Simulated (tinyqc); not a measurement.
Inside a calculation (part 2 of 2). Method: UHF in the sto-3g basis, for BH3, spin multiplicity 1. Computed by tinyqc, a small Python program that keeps every step (integrals from PySCF). Command: `OMP_NUM_THREADS=1 python tinyqc.py 23110 23111 out.jsonl` (the two numbers bound the seeds that draw the settings). One thread of a shared host (Intel(R) Xeon(R) Processor @ 2.60GHz), about 0.1 s of CPU time with the checks.

Geometry (angstrom):

| atom | x | y | z |
|---|---|---|---|
| B | 0.0000 | 0.0000 | 0.0010 |
| H | 1.3590 | 0.0000 | 0.0000 |
| H | -0.6800 | 1.1770 | 0.0000 |
| H | -0.6800 | -1.1770 | 0.0000 |

## Iteration 1: diagonalisation and new density

F(alpha) (hartree), lower triangle:
```
          1B 1s    1B 2s   1B 2px   1B 2py   1B 2pz    2H 1s    3H 1s   4H 1s
1B 1s   -6.0131
1B 2s   -1.8543  -0.5801
1B 2px  -0.0001  -0.0003   0.2866
1B 2py   0.0000  -0.0001   0.0000   0.3039
1B 2pz  -0.0001   0.0005   0.0000  -0.1092   0.8453
2H 1s   -0.3267  -0.2621  -0.1438   0.0000   0.0002   0.0037
3H 1s   -0.3264  -0.2618   0.0719  -0.1204  -0.0256  -0.0646   0.0036
4H 1s   -0.3264  -0.2618   0.0719   0.1204   0.0259  -0.0646  -0.0656  0.0036
```

F(beta) (hartree), lower triangle:
```
          1B 1s    1B 2s   1B 2px   1B 2py   1B 2pz    2H 1s    3H 1s   4H 1s
1B 1s   -6.0131
1B 2s   -1.8543  -0.5801
1B 2px  -0.0001  -0.0003   0.2866
1B 2py   0.0000   0.0001   0.0000   0.3039
1B 2pz  -0.0001   0.0005   0.0000   0.1092   0.8453
2H 1s   -0.3267  -0.2621  -0.1438   0.0000   0.0002   0.0037
3H 1s   -0.3264  -0.2618   0.0719  -0.1204   0.0259  -0.0646   0.0036
4H 1s   -0.3264  -0.2618   0.0719   0.1204  -0.0256  -0.0646  -0.0656  0.0036
```

X, lower triangle:
```
          1B 1s    1B 2s   1B 2px   1B 2py  1B 2pz    2H 1s    3H 1s   4H 1s
1B 1s    1.0328
1B 2s   -0.1703   1.2732
1B 2px   0.0000   0.0000   1.1391
1B 2py   0.0000   0.0000   0.0000   1.1390
1B 2pz   0.0000  -0.0002   0.0000   0.0000  1.0000
2H 1s    0.0255  -0.2560  -0.2783   0.0000  0.0002   1.1715
3H 1s    0.0254  -0.2559   0.1392  -0.2408  0.0002  -0.0099   1.1713
4H 1s    0.0254  -0.2559   0.1392   0.2408  0.0002  -0.0099  -0.0099  1.1713
```

Diagonalise F' = X^T F X, C = X C', fill 4 alpha and 4 beta electrons from the bottom; D(s) = C_occ C_occ^T. Each column has its largest component positive (the first on a tie).

F' = X^T F X (alpha) (hartree), lower triangle:
```
         1        2        3        4        5        6        7       8
1  -5.8230
2  -1.1025   0.0914
3   0.0000  -0.0003   0.5167
4   0.0000  -0.0001   0.0000   0.5344
5  -0.0001   0.0002   0.0000  -0.1120   0.8453
6  -0.0214  -0.2541  -0.3235   0.0000   0.0003   0.2425
7  -0.0213  -0.2535   0.1617  -0.2790  -0.0038  -0.0281   0.2408
8  -0.0213  -0.2535   0.1617   0.2790   0.0043  -0.0281  -0.0281  0.2408
```

orbital energies (alpha) (hartree): MO1 -6.0239, MO2 -0.1902, MO3 -0.0216, MO4 -0.0204, MO5 0.6677, MO6 0.7457, MO7 0.8083, MO8 0.9233

coefficients C (alpha):
```
            MO1      MO2      MO3      MO4      MO5      MO6      MO7      MO8
1B 1s    0.9863  -0.2143  -0.0005   0.0000  -0.2807   0.0005  -0.0006   0.0000
1B 2s    0.0517   0.5187   0.0018   0.0000   1.2550  -0.0023   0.0027  -0.0002
1B 2px   0.0000   0.0001   0.4008  -0.0011  -0.0030   0.0001   1.1195   0.0000
1B 2py   0.0000   0.0001  -0.0011  -0.3963   0.0013   0.8423  -0.0001  -0.7394
1B 2pz   0.0000  -0.0003  -0.0002  -0.0815   0.0009   0.6356  -0.0001   0.7677
2H 1s   -0.0084   0.3269   0.6114  -0.0015  -0.6320   0.0013  -0.7975   0.0004
3H 1s   -0.0084   0.3282  -0.3078  -0.5292  -0.6345  -0.5558   0.3964   0.4055
4H 1s   -0.0084   0.3280  -0.3050   0.5310  -0.6326   0.5586   0.3964  -0.4047
```

F' = X^T F X (beta) (hartree), lower triangle:
```
         1        2        3        4        5        6        7       8
1  -5.8230
2  -1.1025   0.0914
3   0.0000  -0.0003   0.5167
4   0.0000   0.0001   0.0000   0.5344
5  -0.0001   0.0002   0.0000   0.1120   0.8453
6  -0.0214  -0.2541  -0.3235   0.0000   0.0003   0.2425
7  -0.0213  -0.2535   0.1617  -0.2790   0.0043  -0.0281   0.2408
8  -0.0213  -0.2535   0.1617   0.2790  -0.0038  -0.0281  -0.0281  0.2408
```

orbital energies (beta) (hartree): MO1 -6.0239, MO2 -0.1902, MO3 -0.0216, MO4 -0.0204, MO5 0.6677, MO6 0.7457, MO7 0.8083, MO8 0.9233

coefficients C (beta):
```
            MO1      MO2      MO3      MO4      MO5      MO6      MO7      MO8
1B 1s    0.9863  -0.2143  -0.0005   0.0000  -0.2807  -0.0005  -0.0006   0.0000
1B 2s    0.0517   0.5187   0.0018   0.0000   1.2550   0.0023   0.0027  -0.0002
1B 2px   0.0000   0.0001   0.4008  -0.0011  -0.0030  -0.0001   1.1195   0.0000
1B 2py   0.0000  -0.0001   0.0011   0.3963  -0.0013   0.8423   0.0001   0.7394
1B 2pz   0.0000  -0.0003  -0.0002  -0.0815   0.0009  -0.6356  -0.0001   0.7677
2H 1s   -0.0084   0.3269   0.6114  -0.0015  -0.6320  -0.0013  -0.7975   0.0004
3H 1s   -0.0084   0.3280  -0.3050   0.5310  -0.6326  -0.5586   0.3964  -0.4047
4H 1s   -0.0084   0.3282  -0.3078  -0.5292  -0.6345   0.5558   0.3964   0.4055
```

D(alpha) after iteration 1, lower triangle:
```
          1B 1s    1B 2s   1B 2px   1B 2py   1B 2pz    2H 1s    3H 1s   4H 1s
1B 1s    1.0188
1B 2s   -0.0601   0.2717
1B 2px  -0.0002   0.0008   0.1606
1B 2py   0.0000   0.0001   0.0000   0.1571
1B 2pz   0.0001  -0.0002   0.0000   0.0323   0.0066
2H 1s   -0.0786   0.1702   0.2451   0.0000  -0.0001   0.4807
3H 1s   -0.0784   0.1692  -0.1227   0.2101   0.0431  -0.0800   0.4825
4H 1s   -0.0784   0.1691  -0.1227  -0.2101  -0.0433  -0.0799  -0.0794  0.4826
```

D(beta) after iteration 1, lower triangle:
```
          1B 1s    1B 2s   1B 2px   1B 2py   1B 2pz    2H 1s    3H 1s   4H 1s
1B 1s    1.0188
1B 2s   -0.0601   0.2717
1B 2px  -0.0002   0.0008   0.1606
1B 2py   0.0000  -0.0001   0.0000   0.1571
1B 2pz   0.0001  -0.0002   0.0000  -0.0323   0.0066
2H 1s   -0.0786   0.1702   0.2451   0.0000  -0.0001   0.4807
3H 1s   -0.0784   0.1691  -0.1227   0.2101  -0.0433  -0.0799   0.4826
4H 1s   -0.0784   0.1692  -0.1227  -0.2101   0.0431  -0.0800  -0.0794  0.4825
```

## Iteration 2: building the Fock matrix

core Hamiltonian H = T + V (hartree), lower triangle:
```
           1B 1s    1B 2s   1B 2px   1B 2py   1B 2pz    2H 1s    3H 1s    4H 1s
1B 1s   -13.4891
1B 2s    -3.5019  -4.5592
1B 2px    0.0000   0.0000  -3.8107
1B 2py    0.0000   0.0000   0.0000  -3.8106
1B 2pz    0.0000   0.0003   0.0000   0.0000  -3.6699
2H 1s    -0.5964  -1.5699  -1.5041   0.0000   0.0012  -2.8488
3H 1s    -0.5960  -1.5692   0.7522  -1.3019   0.0012  -0.2675  -2.8484
4H 1s    -0.5960  -1.5692   0.7522   1.3019   0.0012  -0.2675  -0.2676  -2.8484
```

nuclear repulsion = 6.514248 hartree

Given earlier and not repeated: Two-electron integrals (ij|kl) in chemists' order.

J_ij = sum D_kl (ij|kl) with D = D(alpha) + D(beta), K_ij = sum D_kl (ik|jl) for each spin; F = H + J - K(s); E = tr D H + tr D J / 2 - 0.5 sum_s tr D(s) K(s) + E_nn.

Coulomb J (hartree), lower triangle:
```
          1B 1s    1B 2s   1B 2px   1B 2py   1B 2pz   2H 1s   3H 1s   4H 1s
1B 1s    8.7886
1B 2s    1.8185   4.0427
1B 2px   0.0001   0.0003   4.0951
1B 2py   0.0000   0.0000   0.0000   4.0944
1B 2pz  -0.0001  -0.0005   0.0000   0.0000   3.9253
2H 1s    0.3055   1.4070   1.4749   0.0000  -0.0012  3.1419
3H 1s    0.3052   1.4062  -0.7374   1.2764  -0.0012  0.2250  3.1413
4H 1s    0.3052   1.4062  -0.7374  -1.2764  -0.0012  0.2250  0.2251  3.1413
```

exchange K(alpha) (hartree), lower triangle:
```
         1B 1s    1B 2s   1B 2px   1B 2py   1B 2pz   2H 1s   3H 1s   4H 1s
1B 1s   2.9350
1B 2s   0.5458   0.5900
1B 2px  0.0000   0.0005   0.4506
1B 2py  0.0000   0.0001   0.0000   0.4470
1B 2pz  0.0000  -0.0004   0.0000   0.0317   0.1099
2H 1s   0.0932   0.3149   0.3444   0.0000  -0.0003  0.6336
3H 1s   0.0932   0.3143  -0.1721   0.2966   0.0188  0.0497  0.6330
4H 1s   0.0932   0.3143  -0.1721  -0.2966  -0.0193  0.0497  0.0503  0.6330
```

exchange K(beta) (hartree), lower triangle:
```
         1B 1s    1B 2s   1B 2px   1B 2py   1B 2pz   2H 1s   3H 1s   4H 1s
1B 1s   2.9350
1B 2s   0.5458   0.5900
1B 2px  0.0000   0.0005   0.4506
1B 2py  0.0000  -0.0001   0.0000   0.4470
1B 2pz  0.0000  -0.0004   0.0000  -0.0317   0.1099
2H 1s   0.0932   0.3149   0.3444   0.0000  -0.0003  0.6336
3H 1s   0.0932   0.3143  -0.1721   0.2966  -0.0193  0.0497  0.6330
4H 1s   0.0932   0.3143  -0.1721  -0.2966   0.0188  0.0497  0.0503  0.6330
```

F(alpha) (hartree), lower triangle:
```
          1B 1s    1B 2s   1B 2px   1B 2py   1B 2pz    2H 1s    3H 1s    4H 1s
1B 1s   -7.6355
1B 2s   -2.2291  -1.1066
1B 2px   0.0001  -0.0002  -0.1662
1B 2py   0.0000  -0.0001   0.0000  -0.1632
1B 2pz   0.0000   0.0002   0.0000  -0.0317   0.1455
2H 1s   -0.3842  -0.4778  -0.3736   0.0000   0.0002  -0.3405
3H 1s   -0.3839  -0.4773   0.1869  -0.3221  -0.0188  -0.0922  -0.3401
4H 1s   -0.3839  -0.4773   0.1869   0.3221   0.0193  -0.0922  -0.0928  -0.3402
```

F(beta) (hartree), lower triangle:
```
          1B 1s    1B 2s   1B 2px   1B 2py   1B 2pz    2H 1s    3H 1s    4H 1s
1B 1s   -7.6355
1B 2s   -2.2291  -1.1066
1B 2px   0.0001  -0.0002  -0.1662
1B 2py   0.0000   0.0001   0.0000  -0.1632
1B 2pz   0.0000   0.0002   0.0000   0.0317   0.1455
2H 1s   -0.3842  -0.4778  -0.3736   0.0000   0.0002  -0.3405
3H 1s   -0.3839  -0.4773   0.1869  -0.3221   0.0193  -0.0922  -0.3402
4H 1s   -0.3839  -0.4773   0.1869   0.3221  -0.0188  -0.0922  -0.0928  -0.3401
```

total energy of this density = -25.953804 hartree

## Iteration 2: diagonalisation and new density

As before.

F' = X^T F X (alpha) (hartree), lower triangle:
```
         1        2        3        4        5        6        7        8
1  -7.4410
2  -1.2017  -0.3186
3   0.0001  -0.0002   0.1109
4   0.0000  -0.0001   0.0000   0.1131
5   0.0000  -0.0001   0.0000  -0.0269   0.1455
6  -0.0200  -0.3324  -0.4118   0.0000   0.0003  -0.0195
7  -0.0199  -0.3319   0.2060  -0.3556  -0.0146  -0.0223  -0.0199
8  -0.0199  -0.3319   0.2060   0.3556   0.0151  -0.0223  -0.0225  -0.0200
```

orbital energies (alpha) (hartree): MO1 -7.6404, MO2 -0.6545, MO3 -0.4506, MO4 -0.4500, MO5 0.1473, MO6 0.4707, MO7 0.5638, MO8 0.5641

coefficients C (alpha):
```
            MO1      MO2      MO3      MO4      MO5      MO6      MO7      MO8
1B 1s    0.9917  -0.2254   0.0000   0.0000  -0.0004  -0.2516   0.0000  -0.0005
1B 2s    0.0323   0.6258   0.0002   0.0001   0.0016   1.2058   0.0002   0.0028
1B 2px   0.0000   0.0003   0.5077  -0.0072   0.0000  -0.0027   0.0414   1.0744
1B 2py   0.0000   0.0001   0.0071   0.5060  -0.0130  -0.0001   1.0749  -0.0414
1B 2pz   0.0000  -0.0002   0.0008   0.0564   0.9983  -0.0017  -0.0144   0.0006
2H 1s   -0.0054   0.2719   0.5309  -0.0075  -0.0006  -0.6576  -0.0329  -0.8525
3H 1s   -0.0055   0.2715  -0.2597   0.4639  -0.0372  -0.6598  -0.7196   0.4524
4H 1s   -0.0055   0.2715  -0.2727  -0.4565   0.0361  -0.6599   0.7522   0.3957
```

F' = X^T F X (beta) (hartree), lower triangle:
```
         1        2        3        4        5        6        7        8
1  -7.4410
2  -1.2017  -0.3186
3   0.0001  -0.0002   0.1109
4   0.0000   0.0001   0.0000   0.1131
5   0.0000  -0.0001   0.0000   0.0269   0.1455
6  -0.0200  -0.3324  -0.4118   0.0000   0.0003  -0.0195
7  -0.0199  -0.3319   0.2060  -0.3556   0.0151  -0.0223  -0.0200
8  -0.0199  -0.3319   0.2060   0.3556  -0.0146  -0.0223  -0.0225  -0.0199
```

orbital energies (beta) (hartree): MO1 -7.6404, MO2 -0.6545, MO3 -0.4506, MO4 -0.4500, MO5 0.1473, MO6 0.4707, MO7 0.5638, MO8 0.5641

coefficients C (beta):
```
            MO1      MO2      MO3      MO4      MO5      MO6      MO7      MO8
1B 1s    0.9917  -0.2254   0.0000   0.0000  -0.0004  -0.2516   0.0000  -0.0005
1B 2s    0.0323   0.6258   0.0002  -0.0001   0.0016   1.2058  -0.0002   0.0028
1B 2px   0.0000   0.0003   0.5077   0.0072   0.0000  -0.0027  -0.0414   1.0744
1B 2py   0.0000  -0.0001  -0.0071   0.5060   0.0130   0.0001   1.0749   0.0414
1B 2pz   0.0000  -0.0002   0.0008  -0.0564   0.9983  -0.0017   0.0144   0.0006
2H 1s   -0.0054   0.2719   0.5309   0.0075  -0.0006  -0.6576   0.0329  -0.8525
3H 1s   -0.0055   0.2715  -0.2727   0.4565   0.0361  -0.6599  -0.7522   0.3957
4H 1s   -0.0055   0.2715  -0.2597  -0.4639  -0.0372  -0.6598   0.7196   0.4524
```

D(alpha) after iteration 2, lower triangle:
```
          1B 1s    1B 2s   1B 2px   1B 2py   1B 2pz    2H 1s    3H 1s   4H 1s
1B 1s    1.0343
1B 2s   -0.1090   0.3927
1B 2px  -0.0001   0.0003   0.2578
1B 2py   0.0000   0.0001   0.0000   0.2560
1B 2pz   0.0000  -0.0001   0.0000   0.0285   0.0032
2H 1s   -0.0667   0.1701   0.2697   0.0000  -0.0001   0.3559
3H 1s   -0.0666   0.1697  -0.1351   0.2329   0.0259  -0.0675   0.3564
4H 1s   -0.0666   0.1696  -0.1351  -0.2329  -0.0260  -0.0675  -0.0672  0.3565
```

D(beta) after iteration 2, lower triangle:
```
          1B 1s    1B 2s   1B 2px   1B 2py   1B 2pz    2H 1s    3H 1s   4H 1s
1B 1s    1.0343
1B 2s   -0.1090   0.3927
1B 2px  -0.0001   0.0003   0.2578
1B 2py   0.0000  -0.0001   0.0000   0.2560
1B 2pz   0.0000  -0.0001   0.0000  -0.0285   0.0032
2H 1s   -0.0667   0.1701   0.2697   0.0000  -0.0001   0.3559
3H 1s   -0.0666   0.1696  -0.1351   0.2329  -0.0260  -0.0675   0.3565
4H 1s   -0.0666   0.1697  -0.1351  -0.2329   0.0259  -0.0675  -0.0672  0.3564
```

## Iteration 8 (converged): orbitals

converged F(alpha) (hartree), lower triangle:
```
          1B 1s    1B 2s   1B 2px   1B 2py  1B 2pz    2H 1s    3H 1s    4H 1s
1B 1s   -7.4252
1B 2s   -2.1763  -1.0496
1B 2px   0.0000   0.0000  -0.1193
1B 2py   0.0000   0.0000   0.0000  -0.1191
1B 2pz   0.0000   0.0002   0.0000   0.0000  0.2439
2H 1s   -0.3770  -0.4612  -0.3625   0.0000  0.0002  -0.3082
3H 1s   -0.3768  -0.4610   0.1813  -0.3139  0.0002  -0.0893  -0.3081
4H 1s   -0.3768  -0.4610   0.1813   0.3139  0.0002  -0.0893  -0.0894  -0.3081
```

converged F(beta) (hartree), lower triangle:
```
          1B 1s    1B 2s   1B 2px   1B 2py  1B 2pz    2H 1s    3H 1s    4H 1s
1B 1s   -7.4252
1B 2s   -2.1763  -1.0496
1B 2px   0.0000   0.0000  -0.1193
1B 2py   0.0000   0.0000   0.0000  -0.1191
1B 2pz   0.0000   0.0002   0.0000   0.0000  0.2439
2H 1s   -0.3770  -0.4612  -0.3625   0.0000  0.0002  -0.3082
3H 1s   -0.3768  -0.4610   0.1813  -0.3139  0.0002  -0.0893  -0.3081
4H 1s   -0.3768  -0.4610   0.1813   0.3139  0.0002  -0.0893  -0.0894  -0.3081
```

As before.

F' = X^T F X (alpha) (hartree), lower triangle:
```
         1        2        3        4       5        6        7       8
1  -7.2329
2  -1.1828  -0.2658
3   0.0000   0.0000   0.1646
4   0.0000   0.0000   0.0000   0.1645
5   0.0000  -0.0001   0.0000   0.0000  0.2439
6  -0.0201  -0.3331  -0.4202   0.0000  0.0002   0.0148
7  -0.0200  -0.3330   0.2101  -0.3637  0.0002  -0.0235   0.0148
8  -0.0200  -0.3330   0.2101   0.3637  0.0002  -0.0235  -0.0235  0.0147
```

orbital energies (alpha) (hartree): MO1 -7.4305, MO2 -0.6140, MO3 -0.4171, MO4 -0.4169, MO5 0.2439, MO6 0.5135, MO7 0.6196, MO8 0.6200

coefficients C (alpha):
```
            MO1      MO2      MO3      MO4      MO5      MO6      MO7      MO8
1B 1s    0.9914  -0.2244   0.0000   0.0000  -0.0004  -0.2537   0.0000   0.0000
1B 2s    0.0334   0.6158  -0.0001   0.0000   0.0017   1.2109   0.0000   0.0003
1B 2px   0.0000   0.0001   0.4996  -0.0027   0.0000  -0.0002   0.0014   1.0790
1B 2py   0.0000   0.0000   0.0027   0.4996   0.0000   0.0000   1.0787  -0.0014
1B 2pz   0.0000  -0.0001   0.0000   0.0000   1.0000  -0.0018   0.0000   0.0000
2H 1s   -0.0053   0.2772   0.5378  -0.0029  -0.0007  -0.6568  -0.0011  -0.8477
3H 1s   -0.0053   0.2770  -0.2666   0.4674  -0.0007  -0.6568  -0.7333   0.4247
4H 1s   -0.0053   0.2770  -0.2715  -0.4645  -0.0007  -0.6568   0.7344   0.4227
```

F' = X^T F X (beta) (hartree), lower triangle:
```
         1        2        3        4       5        6        7       8
1  -7.2329
2  -1.1828  -0.2658
3   0.0000   0.0000   0.1646
4   0.0000   0.0000   0.0000   0.1645
5   0.0000  -0.0001   0.0000   0.0000  0.2439
6  -0.0201  -0.3331  -0.4202   0.0000  0.0002   0.0148
7  -0.0200  -0.3330   0.2101  -0.3637  0.0002  -0.0235   0.0147
8  -0.0200  -0.3330   0.2101   0.3637  0.0002  -0.0235  -0.0235  0.0148
```

orbital energies (beta) (hartree): MO1 -7.4305, MO2 -0.6140, MO3 -0.4171, MO4 -0.4169, MO5 0.2439, MO6 0.5135, MO7 0.6196, MO8 0.6200

coefficients C (beta):
```
            MO1      MO2      MO3      MO4      MO5      MO6      MO7      MO8
1B 1s    0.9914  -0.2244   0.0000   0.0000  -0.0004  -0.2537   0.0000   0.0000
1B 2s    0.0334   0.6158  -0.0001   0.0000   0.0017   1.2109   0.0000   0.0003
1B 2px   0.0000   0.0001   0.4996   0.0027   0.0000  -0.0002  -0.0014   1.0790
1B 2py   0.0000   0.0000  -0.0027   0.4996   0.0000   0.0000   1.0787   0.0014
1B 2pz   0.0000  -0.0001   0.0000   0.0000   1.0000  -0.0018   0.0000   0.0000
2H 1s   -0.0053   0.2772   0.5378   0.0029  -0.0007  -0.6568   0.0011  -0.8477
3H 1s   -0.0053   0.2770  -0.2715   0.4645  -0.0007  -0.6568  -0.7344   0.4227
4H 1s   -0.0053   0.2770  -0.2666  -0.4674  -0.0007  -0.6568   0.7333   0.4247
```

D(alpha) after iteration 8, lower triangle:
```
          1B 1s    1B 2s   1B 2px   1B 2py  1B 2pz    2H 1s    3H 1s   4H 1s
1B 1s    1.0332
1B 2s   -0.1051   0.3804
1B 2px   0.0000   0.0000   0.2496
1B 2py   0.0000   0.0000   0.0000   0.2496
1B 2pz   0.0000  -0.0001   0.0000   0.0000  0.0000
2H 1s   -0.0675   0.1705   0.2687   0.0000  0.0000   0.3661
3H 1s   -0.0675   0.1704  -0.1344   0.2328  0.0000  -0.0679   0.3662
4H 1s   -0.0675   0.1704  -0.1344  -0.2328  0.0000  -0.0679  -0.0679  0.3662
```

D(beta) after iteration 8, lower triangle:
```
          1B 1s    1B 2s   1B 2px   1B 2py  1B 2pz    2H 1s    3H 1s   4H 1s
1B 1s    1.0332
1B 2s   -0.1051   0.3804
1B 2px   0.0000   0.0000   0.2496
1B 2py   0.0000   0.0000   0.0000   0.2496
1B 2pz   0.0000  -0.0001   0.0000   0.0000  0.0000
2H 1s   -0.0675   0.1705   0.2687   0.0000  0.0000   0.3661
3H 1s   -0.0675   0.1704  -0.1344   0.2328  0.0000  -0.0679   0.3662
4H 1s   -0.0675   0.1704  -0.1344  -0.2328  0.0000  -0.0679  -0.0679  0.3662
```

## Convergence

Stop when the energy changes by less than 1e-08 hartree and every element of the error matrix X^T (F D S - S D F) X (for each spin) is below 3e-05.

Course of the cycle:

| iteration | E (hartree) | change | largest element of the error matrix |
|---|---|---|---|
| 1 | -23.737491 | - | 3.39e-01 |
| 2 | -25.953804 | -2.22e+00 | 7.99e-02 |
| 3 | -26.008383 | -5.46e-02 | 8.61e-03 |
| 4 | -26.009633 | -1.25e-03 | 5.83e-03 |
| 5 | -26.010249 | -6.16e-04 | 1.50e-03 |
| 6 | -26.010293 | -4.42e-05 | 1.11e-04 |
| 7 | -26.010293 | -1.06e-07 | 1.64e-05 |
| 8 | -26.010293 | -2.11e-09 | 3.62e-06 |

PySCF UHF in the same basis, after a stability check = -26.010293 hartree

Converged in 8 iterations.

## Populations, bond orders and dipole

overlap S, lower triangle:
```
         1B 1s   1B 2s   1B 2px   1B 2py   1B 2pz   2H 1s   3H 1s   4H 1s
1B 1s   1.0000
1B 2s   0.2693  1.0000
1B 2px  0.0000  0.0000   1.0000
1B 2py  0.0000  0.0000   0.0000   1.0000
1B 2pz  0.0000  0.0000   0.0000   0.0000   1.0000
2H 1s   0.0454  0.3925   0.4272   0.0000  -0.0003  1.0000
3H 1s   0.0453  0.3923  -0.2136   0.3698  -0.0003  0.0648  1.0000
4H 1s   0.0453  0.3923  -0.2136  -0.3698  -0.0003  0.0648  0.0648  1.0000
```

Mulliken: Z minus the diagonal of D S on the atom; Loewdin: the same with S^(1/2) D S^(1/2); Mayer order: 2 sum_s sum (D(s) S)_ij (D(s) S)_ji over the two atoms.

Charges (e):

| atom | Mulliken | Loewdin | Mulliken spin |
|---|---|---|---|
| 1B | 0.2160 | 0.2079 | 0 |
| 2H | -0.0720 | -0.0693 | 0 |
| 3H | -0.0720 | -0.0693 | -1.16e-05 |
| 4H | -0.0720 | -0.0693 | 1.16e-05 |

Mayer bond orders:

| pair | order |
|---|---|
| 2-1 | 0.9806 |
| 3-1 | 0.9806 |
| 3-2 | 0.0071 |
| 4-1 | 0.9806 |
| 4-2 | 0.0071 |
| 4-3 | 0.0071 |

dipole moment about the origin, x y z (debye): 0.0008  0.0000  0.0027

<S^2> of the determinant (pure state: 0) = 3.03e-10
